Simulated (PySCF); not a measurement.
# A search over the determinants of CS

Unrestricted PBE0; basis C def2-TZVP, S def2-TZVP; no relativity; PySCF 2.14. Outer shells of the fragments: C 2s2 2p2; S 3s2 3p4.

Followed along the bond (rough minima from three points):

| 2Ms+1 | unpaired | ⟨S²⟩ at the start | R at minimum (Å) | Te (eV) |
| --- | --- | --- | --- | --- |
| 1 | none | 0.00 | 1.53 | 0.00 |
| 3 | σ ↑, π ↑ | 2.08 | 1.57 | 3.14 |
| 5 | σ ↑, π ↑↑↑ | 6.01 | none in the scan | ≤ 5.77 |

Solutions found at the starting distance of 1.695 Å, counted from the lowest of them; the search is not exhaustive and high or unbound solutions are not listed, so other states can lie among these:

```tsv
2Ms+1	unpaired	term	E (eV)	⟨S²⟩	⟨Lz²⟩	μ (D)
1	none	¹Σ⁺	0.00	0.00	0.00	1.22
3	σ ↑, π ↑	³Π	2.87	2.08	1.01	-0.17
3	π ↑↑	mixed	3.18	2.01	2.01	2.08
1	σ ↑, π ↓	mixed	3.46	1.02	1.02	0.20
3	π ↑↑	mixed	3.76	2.01	2.01	1.83
5	σ ↑, π ↑↑↑	⁵Π	5.21	6.01	1.01	0.41
3	σ ↑, π ↑↑↓	mixed	6.34	3.01	3.03	0.92
5	π ↑↑↑↑	⁵Σ⁺	6.98	6.02	0.00	4.06
3	σ ↑↑	³Σ⁺	8.02	2.04	0.00	-1.37
3	σ ↑, π ↑	³Π	8.29	2.01	1.02	-0.09
5	σ ↑↑, π ↑↑	⁵Σ⁻	9.61	6.03	0.00	0.39
```

A term symbol is given only where ⟨S²⟩ and ⟨Lz²⟩ are close to those of a pure state; real π, δ and φ orbitals otherwise mix terms. A positive dipole means C(−)S(+).

Question: Compare the gap between the two lowest followed solutions at the starting distance with the gap between their minima.

Answer: At PBE0 the second solution (triplet, unpaired electrons σ ↑, π ↑) lies +2.87 eV from the first (singlet, closed shell) at 1.695 Å and +3.14 eV at the minima; the two curves relax by different amounts, since their minima lie near 1.57 and 1.53 Å.

The measured ground state is X ¹Σ+ (Huber and Herzberg, Constants of Diatomic Molecules (1979)).

Counting both spins, an empty level lies below a filled one in some of these solutions, because spin and occupation are held.
